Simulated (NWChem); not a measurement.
System: formamide (CH3NO); SMILES NC=O

NWChem input:

```
start job
memory heap 200 mb stack 900 mb global 1100 mb
geometry units angstroms noautoz
  N     -0.183819     1.072927     0.000000
  C      0.384396    -0.156690     0.000000
  O     -0.217014    -1.202339     0.000000
  H     -1.193699     1.149871     0.000000
  H      0.375045     1.913893     0.000000
  H      1.501969    -0.100331     0.000000
end
basis spherical
  N library 6-31g*
  C library 6-31g*
  O library 6-31g*
  H library 6-31g*
end
dft
  xc slater vwn_5
  iterations 150
  mulliken
end
task dft energy
```

Parts of the log:

```
             Northwest Computational Chemistry Package (NWChem) 7.3.0
             --------------------------------------------------------

 CS  symmetry detected

                             Geometry "geometry" -> ""
                             -------------------------

 Output coordinates in angstroms (scale by  1.889725989 to convert to a.u.)

  No.       Tag          Charge          X              Y              Z
 ---- ---------------- ---------- -------------- -------------- --------------
    1 N                    7.0000    -0.17744126     1.07730060     0.00000000
    2 C                    6.0000     0.38506271    -0.15493945     0.00000000
    3 O                    8.0000    -0.22119221    -1.19778690     0.00000000
    4 H                    1.0000    -1.18695340     1.15892920     0.00000000
    5 H                    1.0000     0.38531846     1.91566465     0.00000000
    6 H                    1.0000     1.50288516    -0.10376614     0.00000000

 Effective nuclear repulsion energy (a.u.)      71.3188065556

      Symmetry information
      --------------------

 Group name             Cs
 Group number              2
 Group order               2
 No. of unique centers     6

                                 NWChem DFT Module
                                 -----------------

 Summary of "ao basis" -> "ao basis" (spherical)
 ------------------------------------------------------------------------------
       Tag                 Description            Shells   Functions and Types
 ---------------- ------------------------------  ------  ---------------------
 N                           6-31g*                  6       14   3s2p1d
 C                           6-31g*                  6       14   3s2p1d
 O                           6-31g*                  6       14   3s2p1d
 H                           6-31g*                  2        2   2s

      Symmetry analysis of basis
      --------------------------

        a'         36
        a"         12

            General Information
            -------------------
          SCF calculation type: DFT
          Wavefunction type:  closed shell.
          No. of atoms     :     6
          No. of electrons :    24
           Alpha electrons :    12
            Beta electrons :    12
          Charge           :     0
          Spin multiplicity:     1
          Use of symmetry is: on ; symmetry adaption is: on
          Maximum number of iterations: 150
          AO basis - number of functions:    48
                     number of shells:    24
          Convergence on energy requested:  1.00D-06
          Convergence on density requested:  1.00D-05
          Convergence on gradient requested:  5.00D-04

              XC Information
              --------------
                        Slater Exchange Functional  1.000 local
                      VWN V Correlation Functional  1.000 local

             Grid Information
             ----------------
          Grid used for XC integration:  medium
          Radial quadrature: Mura-Knowles
          Angular quadrature: Lebedev.
          Tag              B.-S. Rad. Rad. Pts. Rad. Cut. Ang. Pts.
          ---              ---------- --------- --------- ---------
          N                   0.65       49           7.0       434
          C                   0.70       49           7.0       434
          O                   0.60       49           8.0       434
          H                   0.35       45           8.0       434
          Grid pruning is: on
          Number of quadrature shells:   282
          Spatial weights used:  Erf1

      Superposition of Atomic Density Guess
      -------------------------------------

 Sum of atomic energies:        -168.20304224

      Non-variational initial energy
      ------------------------------

 Total energy =    -169.654781
 1-e energy   =    -369.747544
 2-e energy   =     128.773956
 HOMO         =      -0.355322
 LUMO         =       0.056365

      Symmetry analysis of molecular orbitals - initial
      -------------------------------------------------

  Numbering of irreducible representations:

     1 a'          2 a"

  Orbital symmetries:

     1 a'          2 a'          3 a'          4 a'          5 a'
     6 a'          7 a'          8 a'          9 a"         10 a'
    11 a'         12 a"         13 a"         14 a'         15 a'
    16 a'         17 a'         18 a'         19 a'         20 a"
    21 a'         22 a'

     ---------------------------------------------
      Total Density - Mulliken Population Analysis
     ---------------------------------------------

    Atom       Charge   Shell Charges
 -----------   ------   -------------------------------------------------------
    1 N    7     7.86   2.00  0.80  2.55  0.78  1.70  0.02
    2 C    6     5.24   2.00  0.69  1.55  0.42  0.49  0.10
    3 O    8     8.90   2.00  0.96  3.15  0.93  1.85  0.02
    4 H    1     0.58   0.41  0.17
    5 H    1     0.56   0.41  0.15
    6 H    1     0.85   0.47  0.38

   convergence    iter        energy       DeltaE   RMS-Dens  Diis-err
 ---------------- ----- ----------------- --------- --------- ---------
 d= 0,ls=0.0,diis     1   -168.4132452968 -2.40D+02  6.94D-02  1.17D+00
 d= 0,ls=0.0,diis     2   -167.5028360900  9.10D-01  5.93D-02  9.43D+00
 d= 0,ls=0.0,diis     3   -168.5125270215 -1.01D+00  9.74D-03  1.95D-01
 d= 0,ls=0.0,diis     4   -168.5201543179 -7.63D-03  4.29D-03  1.23D-01
 d= 0,ls=0.0,diis     5   -168.5338632571 -1.37D-02  6.37D-04  1.49D-03
  Resetting Diis
 d= 0,ls=0.0,diis     6   -168.5340055732 -1.42D-04  2.66D-04  1.79D-04
 d= 0,ls=0.0,diis     7   -168.5340273043 -2.17D-05  1.38D-04  5.14D-06
 d= 0,ls=0.0,diis     8   -168.5340241107  3.19D-06  9.31D-05  3.52D-05
 d= 0,ls=0.0,diis     9   -168.5340279192 -3.81D-06  1.28D-05  8.96D-07
 d= 0,ls=0.0,diis    10   -168.5340280080 -8.89D-08  2.71D-06  5.21D-08

         Total DFT energy =     -168.534028008049
      One electron energy =     -372.095448921523
           Coulomb energy =      152.917952196888
    Exchange-Corr. energy =      -20.675337839063
 Nuclear repulsion energy =       71.318806555649

 Numeric. integr. density =       24.000000792212

                  Occupations of the irreducible representations
                  ----------------------------------------------

                     irrep           alpha         beta
                     --------     --------     --------
                     a'               10.0         10.0
                     a"                2.0          2.0

                       DFT Final Molecular Orbital Analysis
                       ------------------------------------

 Vector   10  Occ=2.000000D+00  E=-3.533104D-01  Symmetry=a'
              MO Center= -1.2D-01, -9.9D-01, -3.3D-17, r^2= 1.4D+00
   Bfn.  Coefficient  Atom+Function         Bfn.  Coefficient  Atom+Function
  ----- ------------  ---------------      ----- ------------  ---------------
    32      0.460624  3 O  py                34     -0.330203  3 O  s
    36      0.255251  3 O  py                17     -0.249063  2 C  px
    18     -0.233538  2 C  py                31      0.192524  3 O  px
    30     -0.184352  3 O  s                 48     -0.131221  6 H  s
    47     -0.105181  6 H  s                 35      0.102300  3 O  px

 Vector   11  Occ=2.000000D+00  E=-2.358031D-01  Symmetry=a"
              MO Center= -1.8D-01,  1.9D-01,  5.3D-16, r^2= 1.9D+00
   Bfn.  Coefficient  Atom+Function         Bfn.  Coefficient  Atom+Function
  ----- ------------  ---------------      ----- ------------  ---------------
     5      0.489502  1 N  pz                 9      0.423197  1 N  pz
    33     -0.418598  3 O  pz                37     -0.290904  3 O  pz
    23     -0.048608  2 C  pz                19     -0.042825  2 C  pz
    25      0.039367  2 C  d -1

 Vector   12  Occ=2.000000D+00  E=-2.055326D-01  Symmetry=a'
              MO Center=  1.3D-02, -8.4D-01, -6.5D-16, r^2= 1.5D+00
   Bfn.  Coefficient  Atom+Function         Bfn.  Coefficient  Atom+Function
  ----- ------------  ---------------      ----- ------------  ---------------
    31      0.524674  3 O  px                 6      0.372303  1 N  s
    35      0.357296  3 O  px                48     -0.292341  6 H  s
    32     -0.279404  3 O  py                36     -0.194851  3 O  py
    47     -0.159666  6 H  s                  4     -0.151735  1 N  py
    22     -0.139490  2 C  py                 8     -0.133052  1 N  py

 Vector   13  Occ=0.000000D+00  E=-6.613035D-03  Symmetry=a"
              MO Center=  1.7D-01, -2.3D-01,  6.8D-16, r^2= 1.6D+00
   Bfn.  Coefficient  Atom+Function         Bfn.  Coefficient  Atom+Function
  ----- ------------  ---------------      ----- ------------  ---------------
    23      0.601922  2 C  pz                19      0.548603  2 C  pz
    37     -0.426323  3 O  pz                33     -0.402867  3 O  pz
     9     -0.365337  1 N  pz                 5     -0.281830  1 N  pz
    11     -0.027004  1 N  d -1

 Vector   14  Occ=0.000000D+00  E= 4.658494D-02  Symmetry=a'
              MO Center= -5.0D-02,  1.7D+00, -1.8D-16, r^2= 2.8D+00
   Bfn.  Coefficient  Atom+Function         Bfn.  Coefficient  Atom+Function
  ----- ------------  ---------------      ----- ------------  ---------------
     6      1.420208  1 N  s                 46     -1.342759  5 H  s
    44     -0.846720  4 H  s                  8      0.490350  1 N  py
     4      0.241890  1 N  py                48     -0.221764  6 H  s
     2      0.207301  1 N  s                 20      0.185241  2 C  s
    21      0.151921  2 C  px                45     -0.123323  5 H  s

[...]
```

Level: LDA (Slater exchange, VWN5)/6-31G* (spherical d). The geometry was optimised at PBE0/def2-SVP.
